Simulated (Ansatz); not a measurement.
Process, species as SMILES: CCl (CH3-Cl) → C atom + Cl atom + 3 H atom
B3LYP-D3(BJ)/def2-TZVP geometries, fixed; electronic energies without zero-point terms.

Core correlation in the atomisation energy at CCSD(T) with Ansatz (a first-principles code), in kcal/mol: frozen core against 1s of Al to Cl frozen alone. Core-valence sets carry the plain set on hydrogen. Open shells are unrestricted. Costs are rough ratios of core time on shared machines of one kind.

| basis | functions, most | frozen core | 1s of Al to Cl frozen alone | core term (second minus first) | cost over frozen core |
|---|---|---|---|---|---|
| cc-pV(D+d)Z | 52 | 366.59 | 367.82 | 1.22 | - |
| cc-pCVDZ | 60 | 366.13 | 367.17 | 1.05 | - |
| cc-pV(T+d)Z | 111 | 385.74 | 391.29 | 5.56 | 2× |
| cc-pCVTZ | 144 | 385.69 | 386.88 | 1.20 | 2× |
| cc-pwCVTZ | 144 | 385.95 | 387.21 | 1.26 | 2× |
| cc-pV(Q+d)Z | 209 | 391.44 | 394.42 | 2.98 | 2× |
| cc-pCVQZ | 283 | 391.46 | 392.75 | 1.29 | 2× |
| cc-pwCVQZ | 283 | 391.54 | 392.86 | 1.31 | 2× |

The largest core-valence set, cc-pwCVQZ, gives a core term of 1.31 kcal/mol; the valence set cc-pV(Q+d)Z, which lacks functions for the core, gives 2.98.
